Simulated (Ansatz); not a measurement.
Mean errors over 7 vertical ionisation energies

Ansatz 0.2.0, basis cc-pVTZ; geometries are PBE0/def2-TZVP minima. Wave-function levels freeze the cores with the filled d shells of p-block atoms; HF, MP2 and coupled cluster are restricted for singlets and unrestricted otherwise, restricted open-shell where a d shell is frozen, Kohn–Sham unrestricted where that lies lower. The reference is CCSDT(Q) or full CI (coupled cluster only where its series has nearly closed). Semilocal and hybrid functionals correlate all electrons outside any core potential and usually lie nearer their basis limit than the reference, so part of their error here is the reference's basis and frozen-core error; RPA and the MP2 part of double hybrids freeze the same cores as the reference. An error is the level's value less the reference. None of these values is a measured one. Energies are electronic, without zero-point terms. No spin–orbit coupling and no scalar relativity. The species are chosen: bound, without strong static correlation by their natural occupations or amplitudes, in their lowest spin state as far as vertical gaps and like structures tell, with only the lowest ion state computed, and with a ladder that closes on the reference, so errors are smaller than for species at large; levels whose determinant breaks symmetry or spin markedly are left out.

| species | quantity | reference | value (eV) | error CCSD(T) | error CCSDT | error PBE | error B3LYP | error wB97M-V | error B2PLYP | error RPA-PBE |
| --- | --- | --- | --- | --- | --- | --- | --- | --- | --- | --- |
| GeNC, doublet Π (C–N 1.180, N–Ge 1.860, angle at N 180°) | vertical ionisation to the singlet | CCSDT(Q) | 7.817 | 0.001 | 0.003 | 0.065 | 0.111 | -0.001 | 0.016 | 0.244 |
| SiGeH2 (H-bridged), singlet (Si–Ge 2.151, Si–H 1.691, Ge–H 1.541/1.746, angles at Ge 50/109/160°, angles at Si 52°, angles at H 77°) | vertical ionisation to the doublet | CCSDT(Q) | 8.085 | -0.010 | -0.020 | -0.052 | -0.079 | -0.189 | -0.095 | 0.166 |
| BSiH3 (H-bridged), singlet (B–Si 1.818, Si–H 1.714, B–H 1.184/1.316, angles at B 64/91/117/178°, angles at Si 44/67°, angles at H 72°, angles at H 72°) | vertical ionisation to the doublet | CCSDT(Q) | 9.106 | -0.001 | -0.009 | -0.086 | -0.049 | -0.011 | -0.080 | 0.216 |
| SiH, doublet Π (Si–H 1.532) | vertical ionisation to the singlet | full CI | 7.875 | -0.011 | 0.000 | 0.173 | 0.132 | -0.157 | -0.003 | 0.265 |
| SiGeH2 (H-bridged), singlet (Si–Ge 2.167, Si–H 1.493/1.620, Ge–H 1.851, angles at Ge 47°, angles at Si 56/107/163°, angles at H 77°) | vertical ionisation to the doublet | CCSDT(Q) | 8.036 | -0.012 | -0.021 | -0.082 | -0.109 | -0.194 | -0.113 | 0.165 |
| HSi–NH2, singlet (N–Si 1.707, Si–H 1.532, N–H 1.008, angles at N 112/122/126°, angles at Si 94°) | vertical ionisation to the doublet | CCSDT(Q) | 8.797 | 0.004 | 0.001 | -0.160 | 0.005 | 0.019 | -0.087 | 0.243 |
| AlNC, singlet (N–Al 1.858, C–N 1.176, angle at N 180°) | vertical ionisation to the doublet | CCSDT(Q) | 9.608 | 0.029 | 0.011 | -0.351 | -0.051 | 0.095 | -0.059 | 0.068 |

```tsv
level	mean absolute error (eV)	mean signed error	largest error
CCSDT	0.009	-0.005	-0.021 (SiGeH2 (H-bridged))
CCSD(T)	0.010	0.000	0.029 (AlNC)
B2PLYP	0.065	-0.060	-0.113 (SiGeH2 (H-bridged))
B3LYP	0.077	-0.005	0.132 (SiH)
wB97M-V	0.095	-0.062	-0.194 (SiGeH2 (H-bridged))
PBE	0.138	-0.070	-0.351 (AlNC)
RPA-PBE	0.195	0.195	0.265 (SiH)
```

Errors of one sign throughout: RPA-PBE (too high).
